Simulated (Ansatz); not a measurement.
# CH2ClF (chlorofluoromethane) at r2SCAN/aug-cc-pVDZ

Aim: the vertical ionisation energy of CH2ClF (chlorofluoromethane) at r2SCAN/aug-cc-pVDZ, from 2 runs. 

The calculation is run with Ansatz 0.2.0.

68 further runs of the same task are left out: 68 set aside as unsound or not needed.

### 1 The structure to begin with

The species is CH2ClF (5 atoms), meant as a singlet with charge 0. As SMILES, `FCCl`. Geometry: relaxed at PBE0-D4/def2-TZVP.

Bond lengths: F1–C2 1.355 Å, C2–Cl3 1.766 Å, C2–H4 1.089 Å, C2–H5 1.089 Å. Angles: F1–C2–Cl3 110.5°, F1–C2–H4 109.3°, F1–C2–H5 109.3°, Cl3–C2–H4 107.8°, Cl3–C2–H5 107.8°, H4–C2–H5 112.3°.

### 2 The energy at r2SCAN/aug-cc-pVDZ

Contents of job.yaml:

```yaml
crystal:
  periodic: [false, false, false]
  atoms:
    - {symbol: F, position_ang: [-0.970450, 0.560520, 0.766500]}
    - {symbol: C, position_ang: [0.083560, 0.089320, 0.058070]}
    - {symbol: Cl, position_ang: [-0.422970, -1.232890, -0.998060]}
    - {symbol: H, position_ang: [0.832130, -0.302600, 0.745580]}
    - {symbol: H, position_ang: [0.477720, 0.885670, -0.572080]}
basis:
  gaussian:
    orbitals: aug-cc-pVDZ
hamiltonian:
  xc: r2scan
accuracy: high
output: {orbitals: {seedname: orbitals}}
```

Run with:

```bash
ansatz run job.yaml --threads 1 --pin off --max-ram 3480MiB --events-out events.jsonl --progress --plain --runs-dir runs
```

The log of the run:

```text
Warning: RAYON_NUM_THREADS=1 ignored (pool sized by the plan → 1); use --threads N
Functional definition: r2SCAN
  name "r2SCAN"
  parameter k0 = 0.174
  parameter k1 = 0.065
  parameter a1 = 4.9479
  exchange = r2scan_x(k0 = k0, k1 = k1, a1 = a1)
  correlation = r2scan_c
1830 factors; integrals over basis functions are off by at most 4.1e-9 eV
mean field evaluation 1: about -16304.5179 eV, gradient 3.3e1 eV
mean field evaluation 2: about -16302.2146 eV, gradient 4.5e1 eV
mean field evaluation 4: about -16306.9374 eV, gradient 2.1e0 eV
mean field evaluation 8: about -16306.9455 eV, gradient 1.4e-1 eV
mean field evaluation 16: about -16306.9455 eV, gradient 8.8e-6 eV
mean field -16306.94551813 eV, -599.2691945465 hartree, gradient 2.1e-8 eV, S^2 0.000000; 0 other end points of the search recorded, 0 dependent functions left out
reference -16306.94551991 eV, -599.2691946119 hartree; 17, 17 occupied and 74, 74 virtual orbitals, 1830 factors
Total energy: -16306.94551991 eV, -599.2691946119 hartree
```

Run time: 8.4 s. Hardware: 1 thread of Arm Neoverse V2, shared host; peak memory 0.25 GiB.

### 3 The doublet cation at the same level

Contents of molecule.yaml:

```yaml
crystal:
  periodic: [false, false, false]
  atoms:
    - symbol: F
      position_ang: [-0.970450, 0.560520, 0.766500]
    - symbol: C
      position_ang: [0.083560, 0.089320, 0.058070]
    - symbol: Cl
      position_ang: [-0.422970, -1.232890, -0.998060]
    - symbol: H
      position_ang: [0.832130, -0.302600, 0.745580]
    - symbol: H
      position_ang: [0.477720, 0.885670, -0.572080]
basis:
  gaussian: {orbitals: aug-cc-pVDZ}
magnetization: {spin_polarized: true, initial_magnetization: 1}
hamiltonian: {xc: {name: r2SCAN}}
accuracy: high
output: {orbitals: {seedname: orbitals}}
total_charge: 1
```

Run with:

```bash
ansatz run molecule.yaml --threads 1 --pin off --max-ram 3480MiB --events-out events.jsonl --progress --plain --runs-dir runs
```

The log of the run:

```text
Warning: RAYON_NUM_THREADS=1 ignored (pool sized by the plan → 1); use --threads N
[... 7 set-up lines as earlier in the session ...]
1830 factors; integrals over basis functions are off by at most 4.1e-9 eV
mean field evaluation 1: about -16283.3195 eV, gradient 5.3e1 eV
mean field evaluation 2: about -16209.9460 eV, gradient 1.4e2 eV
mean field evaluation 4: about -16293.7585 eV, gradient 1.8e1 eV
mean field evaluation 8: about -16295.4808 eV, gradient 3.4e-1 eV
mean field evaluation 16: about -16295.4814 eV, gradient 9.9e-5 eV
mean field evaluation 32: about -16295.2081 eV, gradient 6.6e0 eV
mean field evaluation 64: about -16291.5886 eV, gradient 2.1e1 eV
mean field -16295.48135289 eV, -598.8478942446 hartree, gradient 6.9e-8 eV, S^2 0.753039; 6 other end points of the search recorded, 0 dependent functions left out
reference -16295.48135740 eV, -598.8478944106 hartree; 17, 16 occupied and 74, 75 virtual orbitals, 1830 factors
Total energy: -16295.48135740 eV, -598.8478944106 hartree
```

It took 33 s on 1 thread of Arm Neoverse V2, shared host; peak memory 0.4 GiB.

### 4 Results

Level: r2SCAN/aug-cc-pVDZ.

```
                                          quantity          value
                      singlet CH2ClF: total energy  -599.26919 Eh
                       singlet CH2ClF: HOMO energy       -7.76 eV
                       singlet CH2ClF: LUMO energy       -0.32 eV
                     singlet CH2ClF: HOMO–LUMO gap        7.43 eV
                      doublet cation: total energy  -598.84789 Eh
doublet cation: HOMO energy (highest over α and β)      -16.21 eV
 doublet cation: LUMO energy (lowest over α and β)      -15.08 eV
                              doublet cation: ⟨S²⟩          0.753
vertical ionisation energy (to the doublet cation)      11.464 eV
```

**Reading.** The vertical ionisation energy comes to 11.46 eV (1106 kJ/mol). The negative HOMO energy of the first species, 7.76 eV, lies 3.71 eV below that difference.
